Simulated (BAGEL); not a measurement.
# HF/6-311+G(d,p) (density fitting with qzvpp-jkfit) run of Si2H4O (SMILES [SiH]O[SiH3])

Aim: the energy change on altering one bond length of Si2H4O at HF/6-311+G** (density fitting with qzvpp-jkfit), from 2 runs. 

Program for the calculation: BAGEL 1.2.2.

### 1 The molecule

The species is Si2H4O (7 atoms), meant as a singlet with charge 0. As SMILES, `[SiH]O[SiH3]`. The shape is that of a PBE0-D4/def2-TZVP optimisation. This is one conformer, not always the lowest.

Bond lengths: Si1–O2 1.645 Å, O2–Si3 1.652 Å, Si1–H4 1.549 Å, Si3–H5 1.486 Å, Si3–H6 1.483 Å, Si3–H7 1.483 Å. Angles: Si1–O2–Si3 142.3°, O2–Si1–H4 97.6°, O2–Si3–H5 109.8°, O2–Si3–H6 108.5°, O2–Si3–H7 108.5°, H5–Si3–H6 110.1°, H5–Si3–H7 110.1°, H6–Si3–H7 109.7°.

### 2 A single-point energy at HF/6-311+G(d,p) (density fitting with qzvpp-jkfit)

File hf.json:

```json
{ "bagel": [

{
  "title": "molecule",
  "basis": "6-311+gss.json",
  "df_basis": "qzvpp-jkfit",
  "angstrom": true,
  "geometry": [
    { "atom": "Si", "xyz": [      -1.691900,      -1.472900,      -0.230200 ] },
    { "atom": "O", "xyz": [      -0.369000,      -0.805400,       0.485100 ] },
    { "atom": "Si", "xyz": [       0.731600,       0.414800,       0.316400 ] },
    { "atom": "H", "xyz": [      -1.779300,      -0.509900,      -1.440500 ] },
    { "atom": "H", "xyz": [       0.446600,       1.182300,      -0.923400 ] },
    { "atom": "H", "xyz": [       0.635100,       1.303800,       1.499700 ] },
    { "atom": "H", "xyz": [       2.088200,      -0.180800,       0.247100 ] }
  ]
},

{ "title": "hf" },

{ "title": "print", "file": "orbitals.molden", "orbitals": true }

]}
```

The basis set 6-311+G** is read from a file made from the Basis Set Exchange's data (not shown).

On the command line:

```sh
BAGEL_NUM_THREADS=1 BAGEL hf.json > hf.out
```

The log of the run:

```text
* using 1 threads per process

  ===============================================================
  ===============================================================

  *** Geometry ***

  { "atom" : "Si", "xyz" : [     -3.197228,     -2.783378,     -0.435015 ] },
  { "atom" : "O", "xyz" : [     -0.697309,     -1.521985,      0.916706 ] },
  { "atom" : "Si", "xyz" : [      1.382524,      0.783858,      0.597909 ] },
  { "atom" : "H", "xyz" : [     -3.362390,     -0.963571,     -2.722150 ] },
  { "atom" : "H", "xyz" : [      0.843952,      2.234223,     -1.744973 ] },
  { "atom" : "H", "xyz" : [      1.200165,      2.463825,      2.834022 ] },
  { "atom" : "H", "xyz" : [      3.946126,     -0.341662,      0.466951 ] },

  Number of auxiliary basis functions:      405

  Since a DF basis is specified, we compute 2- and 3-index integrals:
    o Being stored without compression. Storage requirement is 0.036 GB

  Number of basis functions:      106
  Number of electrons      :       40

    * METHOD: MOLECULE                             0.18

  *** RHF ***

  === Nuclear Repulsion ===
   140.8530916924

      * DIIS with orbital gradients will be used.

  === RHF iteration (6-311+gss.json) ===
      0       -654.79524867          0.02763837           0.07
      1       -654.89501040          0.02638498           0.07
      2       -655.11414759          0.00180017           0.07
      3       -655.11721948          0.00029280           0.07
      4       -655.11735381          0.00008958           0.07
      5       -655.11736615          0.00002728           0.07
      6       -655.11736727          0.00000674           0.07
      7       -655.11736733          0.00000163           0.07
      8       -655.11736733          0.00000044           0.07
      9       -655.11736733          0.00000024           0.07
     10       -655.11736733          0.00000006           0.07
     11       -655.11736733          0.00000001           0.07
     12       -655.11736733          0.00000000           0.07
    * SCF iteration converged.

    * Permanent dipole moment:
           (   -0.167078,    -0.344817,     0.210037) a.u.

    * METHOD: HF                                   1.10

    * METHOD: PRINT                                0.03

  ===============================================================
```

It took 1.5 s on 1 thread of Arm Neoverse V1, shared host; peak memory 0.12 GiB.

### 3 The distorted shape, same level

File hf.json:

```json
{ "bagel": [

{
  "title": "molecule",
  "basis": "6-311+gss.json",
  "df_basis": "qzvpp-jkfit",
  "angstrom": true,
  "geometry": [
    { "atom": "Si", "xyz": [      -1.895400,      -1.383556,      -0.219804 ] },
    { "atom": "O", "xyz": [      -0.572500,      -0.716056,       0.495496 ] },
    { "atom": "Si", "xyz": [       0.528100,       0.504144,       0.326796 ] },
    { "atom": "H", "xyz": [      -1.982800,      -0.420556,      -1.430104 ] },
    { "atom": "H", "xyz": [       0.243100,       1.271644,      -0.913004 ] },
    { "atom": "H", "xyz": [       0.431600,       1.393144,       1.510096 ] },
    { "atom": "H", "xyz": [       2.088200,      -0.180800,       0.247100 ] }
  ]
},

{
  "title": "hf"
},

{
  "title": "print",
  "file": "orbitals.molden",
  "orbitals": true
}

]}
```

The basis set 6-311+G** is read from a file made from the Basis Set Exchange's data (not shown).

On the command line:

```sh
BAGEL_NUM_THREADS=1 BAGEL hf.json > hf.out
```

The log of the run:

```text
* using 1 threads per process

  ===============================================================
  ===============================================================

  *** Geometry ***

  { "atom" : "Si", "xyz" : [     -3.581787,     -2.614542,     -0.415369 ] },
  { "atom" : "O", "xyz" : [     -1.081868,     -1.353150,      0.936352 ] },
  { "atom" : "Si", "xyz" : [      0.997964,      0.952694,      0.617555 ] },
  { "atom" : "H", "xyz" : [     -3.746949,     -0.794736,     -2.702505 ] },
  { "atom" : "H", "xyz" : [      0.459392,      2.403059,     -1.725328 ] },
  { "atom" : "H", "xyz" : [      0.815606,      2.632661,      2.853668 ] },
  { "atom" : "H", "xyz" : [      3.946126,     -0.341662,      0.466951 ] },

  Number of auxiliary basis functions:      405

  Since a DF basis is specified, we compute 2- and 3-index integrals:
    o Being stored without compression. Storage requirement is 0.036 GB

  Number of basis functions:      106
  Number of electrons      :       40

    * METHOD: MOLECULE                             0.18

  *** RHF ***

  === Nuclear Repulsion ===
   139.9844182814

      * DIIS with orbital gradients will be used.

  === RHF iteration (6-311+gss.json) ===
      0       -654.77913939          0.02767251           0.07
      1       -654.87790010          0.02649614           0.07
      2       -655.09966348          0.00179461           0.07
      3       -655.10274437          0.00029016           0.07
      4       -655.10287704          0.00008753           0.07
      5       -655.10288892          0.00002697           0.07
      6       -655.10289002          0.00000662           0.07
      7       -655.10289007          0.00000155           0.07
      8       -655.10289007          0.00000041           0.07
      9       -655.10289007          0.00000022           0.07
     10       -655.10289007          0.00000006           0.07
     11       -655.10289007          0.00000002           0.07
     12       -655.10289007          0.00000001           0.07
    * SCF iteration converged.

    * Permanent dipole moment:
           (   -0.005189,    -0.397840,     0.207738) a.u.

    * METHOD: HF                                   1.10

    * METHOD: PRINT                                0.03

  ===============================================================
```

It took 1.5 s on 1 thread of Arm Neoverse V1, shared host; peak memory 0.12 GiB.

### 4 What came out

At HF/6-311+G** (density fitting with qzvpp-jkfit):

| quantity | value |
| --- | --- |
| first shape: total energy | -655.11737 Eh |
| first shape: dipole moment | 1.11 D |
| first shape: HOMO energy | -9.05 eV |
| first shape: LUMO energy | 0.58 eV |
| first shape: HOMO–LUMO gap | 9.63 eV |
| distorted shape: total energy | -655.10289 Eh |
| distorted shape: dipole moment | 1.14 D |
| distorted shape: HOMO energy | -9.11 eV |
| distorted shape: LUMO energy | 0.54 eV |
| distorted shape: HOMO–LUMO gap | 9.64 eV |
| energy change with the Si3–H7 bond stretched from 1.483 to 1.706 Å | 0.394 eV |

**Reading.** With the Si3–H7 bond stretched from 1.483 to 1.706 Å the energy rises by 0.39 eV (38.0 kJ/mol). The first shape isn't relaxed at this level, so the change isn't measured from a minimum.
